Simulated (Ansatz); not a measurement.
# SO₂: a ladder of functionals and wavefunction methods

An exercise on one series of results from a longer session: the logs are not shown, and one member is left open.

The runs use Ansatz 0.2.0, Gaussian basis; functionals in def2-TZVPP, the program's frozen cores in correlated methods.

The runs, in order: LDA (SPW92), PBE-D4, revPBE-D4, BLYP-D4, r2SCAN-D4, B97M-V, PBE0-D4, B3LYP-D4, r2SCANh-D4, r2SCAN0-D4, HSE06-D4, BHLYP-D4, CAM-B3LYP-D4, LC-ωPBE, ωB97X-V, ωB97M-V, B2PLYP, PBE-QIDH; CCSD(T)/def2-SVP; CCSD(T)/def2-TZVPP; CCSD(T)/def2-QZVPP; extrapolation to the limit; RPA on PBE.

## The geometry

All runs share one geometry, relaxed beforehand with PBE0-D4 in a triple-zeta def2 set.

SMILES `O=S=O`, 3 atoms, charge 0, spin multiplicity 1.

Atoms are counted from 1 here; the program's logs count them from 0.

Bond lengths: O1–S2 1.431 Å, S2–O3 1.431 Å. Angles: O1–S2–O3 118.9°.

Set-up of the first run:

Contents of in.yaml:

```yaml
crystal:
  periodic: [false, false, false]
  atoms:
    - {symbol: O, position_ang: [-0.974417, 0.645899, -0.459513]}
    - {symbol: S, position_ang: [0.269516, 0.357378, 0.186793]}
    - {symbol: O, position_ang: [0.704901, -1.003278, 0.272720]}
basis:
  gaussian: {orbitals: def2-TZVPP}
hamiltonian: {xc: lda}
output: {orbitals: {seedname: orbitals}}
```

The run is started by

```console
$ ansatz run in.yaml --threads 2 --pin off --events-out ev --progress --plain --max-ram 32768MiB --backend cpu
```

Steps of the session up to this table: LDA; PBE-D4 (GGA); revPBE-D4 (GGA); BLYP-D4 (GGA); r2SCAN-D4 (meta-GGA); B97M-V (meta-GGA); PBE0-D4 (hybrid); B3LYP-D4 (hybrid); r2SCANh-D4 (hybrid); r2SCAN0-D4 (hybrid); HSE06-D4 (hybrid); BHLYP-D4 (hybrid); CAM-B3LYP-D4 (range-separated); LC-ωPBE (range-separated); ωB97X-V (range-separated); ωB97M-V (range-separated); B2PLYP (double hybrid); PBE-QIDH (double hybrid).

One of the session's tables, all rows but one given; the rest of the session is left out.

It belongs to the step «Orbital energies across the functionals». 

```
  functional  HOMO (eV)  LUMO (eV)  gap (eV)
 LDA (SPW92)      -8.12      -4.49      3.63
      PBE-D4          ?          ?         ?
   revPBE-D4      -7.83      -4.17      3.66
     BLYP-D4      -7.83      -4.15      3.68
   r2SCAN-D4      -8.25      -4.25      4.01
      B97M-V      -8.33      -4.17      4.16
     PBE0-D4      -9.52      -3.35      6.17
    B3LYP-D4      -9.29      -3.60      5.69
  r2SCANh-D4      -8.85      -3.89      4.97
  r2SCAN0-D4      -9.76      -3.34      6.41
    HSE06-D4      -9.11      -3.74      5.37
    BHLYP-D4     -11.08      -2.33      8.75
CAM-B3LYP-D4     -11.03      -2.16      8.86
     LC-ωPBE     -12.35      -0.92     11.44
     ωB97X-V     -11.99      -0.98     11.01
     ωB97M-V     -11.90      -0.97     10.93
```

Estimate the missing values for PBE-D4.

As computed: HOMO (eV): -7.91; LUMO (eV): -4.25; gap (eV): 3.65. In the column «HOMO (eV)» it lies between LDA (SPW92) (-8.12) and revPBE-D4 (-7.83).
